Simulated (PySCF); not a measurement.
**Do core-level shifts follow atomic charges?**

Species: 4H-pyran, C₅H₆O.
Numbering: `[CH:1]1=[CH:2][O:3][CH:4]=[CH:5][CH2:6]1`

Structure used (GFN2-xTB), in Å, numbered top down from 1:
```
atom  x, y, z in Å
C1     1.0296   -0.7196   -0.1356
C2     1.4407    0.5008    0.1692
O3     0.6264    1.5736    0.3936
C4    -0.7125    1.3283    0.2863
C5    -1.2531    0.1574   -0.0100
C6    -0.4258   -1.0700   -0.2717
H7     1.7510   -1.5040   -0.2954
H8     2.4792    0.7773    0.2742
H9    -1.2843    2.2242    0.4777
H10   -2.3248    0.0616   -0.0707
H11   -0.6317   -1.4619   -1.2769
H12   -0.6934   -1.8684    0.4334
```

Binding energies: delta-SCF UKS SCAN, pcX-2 on the ionised atom, pcseg-1 elsewhere, spin-free X2C (PySCF). Charges: PBE0/pcSseg-1 ground-state density, for the ionised atom.

```csv
atom,environment,C 1s (eV),Mulliken (e),IAO (e),Hirshfeld (e),ESP (e)
C1,alkene CH carbon,290.18,-0.307,-0.221,-0.077,-0.400
C6,allylic carbon,291.02,-0.084,-0.262,-0.071,+0.376
C2,vinylic carbon bearing oxygen,291.89,+0.213,+0.036,+0.016,+0.102
```

How well does each charge scheme correlate with the binding energies over these sites?

Mulliken: r = 1.00, slope 3.3 eV per e; Hirshfeld: r = 0.90, slope 14.8 eV per e; IAO: r = 0.80, slope 4.3 eV per e; ESP: r = 0.63, slope 1.4 eV per e. Mulliken charges have the highest r, on only 3 points.

The point-charge model writes a binding energy as kq + V + constant, with V the potential of the other atoms' charges at the site. What does it give with the Mulliken charges?

V = Σ 14.40 eV Å × q/r over all other atoms: +3.08 eV at C1, +0.40 eV at C6, -4.41 eV at C2. Fitting binding energy − V to q gives k = 17.8 eV per e and leaves an rms residual of 0.20 eV, against 0.05 eV for the fit on q alone. The model has no term for differences in relaxation between sites.

Isolated species at its GFN2-xTB geometry, gas phase.
